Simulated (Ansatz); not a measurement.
Input file:

```yaml
crystal:
  periodic: [false, false, false]
  atoms:
    - {symbol: Be, position_ang: [-0.985128, 0.000000, 0.588679]}
    - {symbol: Be, position_ang: [0.760378, 0.000000, -0.588679]}
    - {symbol: H, position_ang: [0.132015, 0.000000, 1.342202]}
    - {symbol: H, position_ang: [1.877521, 0.000000, -1.342202]}
basis:
  gaussian: {orbitals: 6-31G}
magnetization: {spin_polarized: true, initial_magnetization: 0}
correlation: {method: ccsdt, electrons: outside_noble_gas}
scf: {lower_state_search: off}
```

```sh
$ ansatz run in.yaml --threads 1 --pin off --events-out ev --progress --plain --max-ram 2393MiB
```

(1) Roughly how long does this take on 1 thread of INTEL XEON PLATINUM 8581C, shared host, and how much host memory?

```
these checks for a lower state are left out or cut short: stability, starts, cluster_reference, orbital_swaps, neighbouring_geometries, increment
502 factors; integrals over basis functions are off by at most 1.6e-7 eV
mean field evaluation 1: about -822.9723 eV, gradient 6.9e0 eV
mean field evaluation 2: about -822.9676 eV, gradient 6.9e0 eV
mean field evaluation 4: about -823.9463 eV, gradient 6.0e-1 eV
mean field evaluation 8: about -823.9719 eV, gradient 4.3e-2 eV
mean field -823.97204891 eV, -30.2804142890 hartree, gradient 3.8e-6 eV, S^2 0.000000; 0 other end points of the search recorded, 0 dependent functions left out
2 core orbitals not correlated: weight in the atoms' cores, before any rotation towards them, 1.000 or more for the frozen orbitals, at most 0.000 for the correlated occupied ones
reference -823.97204891 eV, -30.2804142890 hartree; 3, 3 occupied and 17, 17 virtual orbitals, 502 factors
second order -1.38571433 eV of doubles, -0.00000000 eV of singles
cycle   1  -1.77435091 eV  change   -3.9e-1 eV  update   7.4e-2
cycle   2  -2.06573745 eV  change   -2.9e-1 eV  update   4.3e-2
cycle   3  -2.10077335 eV  change   -3.5e-2 eV  update   2.3e-2
cycle   4  -2.12038906 eV  change   -2.0e-2 eV  update   1.6e-2
cycle   5  -2.13274964 eV  change   -1.2e-2 eV  update   1.1e-2
cycle   6  -2.13705748 eV  change   -4.3e-3 eV  update   7.0e-3
cycle   7  -2.13922619 eV  change   -2.2e-3 eV  update   3.4e-3
cycle   8  -2.14052148 eV  change   -1.3e-3 eV  update   1.3e-3
cycle   9  -2.13996513 eV  change    5.6e-4 eV  update   6.3e-4
cycle  10  -2.13976913 eV  change    2.0e-4 eV  update   2.8e-4
cycle  11  -2.13983820 eV  change   -6.9e-5 eV  update   1.4e-4
cycle  12  -2.13988602 eV  change   -4.8e-5 eV  update   7.2e-5
cycle  13  -2.13994647 eV  change   -6.0e-5 eV  update   3.8e-5
cycle  14  -2.13993274 eV  change    1.4e-5 eV  update   2.0e-5
cycle  15  -2.13992196 eV  change    1.1e-5 eV  update   9.2e-6
cycle  16  -2.13992165 eV  change    3.1e-7 eV  update   4.4e-6
cycle  17  -2.13992125 eV  change    4.0e-7 eV  update   2.4e-6
cycle  18  -2.13992155 eV  change   -3.0e-7 eV  update   1.4e-6
cycle  19  -2.13992072 eV  change    8.3e-7 eV  update   6.9e-7
cycle  20  -2.13992033 eV  change    3.9e-7 eV  update   2.9e-7
Total energy: -826.11196923 eV, -30.3590549104 hartree
Checks for a lower state left out: stability, starts, cluster_reference, orbital_swaps, neighbouring_geometries, increment
```

## Answers

(1) 0.75 s wall and 0.14 GiB.
